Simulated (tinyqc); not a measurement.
Worked calculation: ROHF in the sto-3g basis, for CH3, spin multiplicity 2. One step of it, computed by the program tinyqc.

Problem. Iteration 2: Roothaan effective Fock matrix. With projectors Pc = D(beta) S, Po = (D(alpha) - D(beta)) S, Pv = 1 - D(alpha) S, the block xy is Px^T F Py; with Fc = (F(alpha) + F(beta))/2, the blocks are Fc for cc, oo, vv and cv, F(beta) for co and F(alpha) for ov.

F(alpha) (hartree), lower triangle:
```
             1C 1s      1C 2s     1C 2px     1C 2py     1C 2pz      2H 1s      3H 1s      4H 1s
1C 1s   -11.224755
1C 2s    -3.023077  -1.597340
1C 2px    0.000001   0.000035  -0.298540
1C 2py    0.000000   0.000000   0.000000  -0.298565
1C 2pz    0.010875  -0.054779  -0.000033   0.000000  -0.394743
2H 1s    -0.654505  -0.689761  -0.436655   0.000000   0.056283  -0.459430
3H 1s    -0.654668  -0.689871   0.218369  -0.378179   0.056282  -0.187005  -0.459528
4H 1s    -0.654668  -0.689871   0.218369   0.378179   0.056282  -0.187005  -0.187058  -0.459528
```

F(beta) (hartree), lower triangle:
```
             1C 1s      1C 2s     1C 2px     1C 2py    1C 2pz      2H 1s      3H 1s      4H 1s
1C 1s   -11.200333
1C 2s    -2.997233  -1.446950
1C 2px    0.000001   0.000043  -0.259497
1C 2py    0.000000   0.000000   0.000000  -0.259522
1C 2pz    0.009564   0.102928  -0.000002   0.000000  0.217309
2H 1s    -0.647933  -0.655699  -0.427249   0.000000  0.053902  -0.437583
3H 1s    -0.648095  -0.655802   0.213665  -0.370033  0.053910  -0.176802  -0.437683
4H 1s    -0.648095  -0.655802   0.213665   0.370033  0.053910  -0.176802  -0.176854  -0.437683
```

D(alpha) after iteration 1, lower triangle:
```
            1C 1s     1C 2s     1C 2px     1C 2py     1C 2pz      2H 1s      3H 1s     4H 1s
1C 1s    1.033450
1C 2s   -0.123005  0.554288
1C 2px  -0.000002  0.000022   0.206288
1C 2py   0.000000  0.000000   0.000000   0.206303
1C 2pz  -0.073587  0.383338   0.000059   0.000000   0.865419
2H 1s   -0.048179  0.072508   0.263655   0.000000  -0.185998   0.440143
3H 1s   -0.048187  0.072525  -0.131838   0.228346  -0.185933  -0.065377   0.440079
4H 1s   -0.048187  0.072525  -0.131838  -0.228346  -0.185933  -0.065377  -0.065409  0.440079
```

D(beta) after iteration 1, lower triangle:
```
            1C 1s      1C 2s     1C 2px     1C 2py     1C 2pz      2H 1s      3H 1s     4H 1s
1C 1s    1.025284
1C 2s   -0.082554   0.353908
1C 2px   0.000003  -0.000006   0.206288
1C 2py   0.000000   0.000000   0.000000   0.206303
1C 2pz   0.010333  -0.032376   0.000001   0.000000   0.002969
2H 1s   -0.064888   0.155277   0.263666   0.000000  -0.014284   0.405955
3H 1s   -0.064890   0.155263  -0.131827   0.228346  -0.014283  -0.099553   0.405916
4H 1s   -0.064890   0.155263  -0.131827  -0.228346  -0.014283  -0.099553  -0.099572  0.405916
```

overlap S, lower triangle:
```
           1C 1s     1C 2s     1C 2px     1C 2py     1C 2pz     2H 1s     3H 1s     4H 1s
1C 1s   1.000000
1C 2s   0.248362  1.000000
1C 2px  0.000000  0.000000   1.000000
1C 2py  0.000000  0.000000   0.000000   1.000000
1C 2pz  0.000000  0.000000   0.000000   0.000000   1.000000
2H 1s   0.052817  0.450869   0.440264   0.000000  -0.039609  1.000000
3H 1s   0.052830  0.450929  -0.220172   0.381302  -0.039616  0.118789  1.000000
4H 1s   0.052830  0.450929  -0.220172  -0.381302  -0.039616  0.118789  0.118826  1.000000
```

Give: effective F.

Solution.

effective F (hartree), lower triangle:
```
           1C 1s    1C 2s   1C 2px   1C 2py   1C 2pz    2H 1s    3H 1s    4H 1s
1C 1s   -11.2126
1C 2s    -3.0096  -1.5082
1C 2px    0.0000   0.0000  -0.2790
1C 2py    0.0000   0.0000   0.0000  -0.2790
1C 2pz    0.0149   0.0611   0.0000   0.0000  -0.0982
2H 1s    -0.6518  -0.6714  -0.4320   0.0000   0.0773  -0.4517
3H 1s    -0.6519  -0.6715   0.2160  -0.3741   0.0773  -0.1851  -0.4518
4H 1s    -0.6519  -0.6715   0.2160   0.3741   0.0773  -0.1851  -0.1851  -0.4518
```
